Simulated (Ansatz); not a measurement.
**Crystal structures of titanium under LDA**

All numbers below come from Ansatz, DFT, LDA (PW92), plane waves (420 eV) with PAW, scalar-relativistic. The PAW files were generated under PBE, with cores re-solved for the functional.

Each structure is relaxed within its own symmetry, so a high-lying one may be dynamically unstable.

| structure | ΔE (meV/atom) | V (Å³/atom) | cell | magnetic state |
| --- | --- | --- | --- | --- |
| omega (AlB2-type) | -23 | 15.86 | a = 4.454 Å, c = 2.770 Å (c/a = 0.622) | spin not included |
| hcp | 0 | 16.11 | a = 2.863 Å, c = 4.540 Å (c/a = 1.586) | non-magnetic |
| dhcp | 48 | 16.18 | a = 2.857 Å, c = 9.156 Å (c/a = 3.205) | spin not included |
| fcc | 51 | 16.06 | a = 4.005 Å | spin not included |
| bcc | 89 | 15.91 | a = 3.169 Å | spin not included |
| A15 | 167 | 16.04 | a = 5.044 Å | spin not included |
| simple cubic | 794 | 16.70 | a = 2.556 Å | spin not included |
| diamond | 2288 | 19.26 | a = 5.361 Å | spin not included |

ΔE counts from hcp.

LDA puts omega (AlB2-type) 23 meV/atom below hcp, the structure of the real element at low temperature or room conditions.

Differences under about 8 meV lie within the error of the k-point mesh.
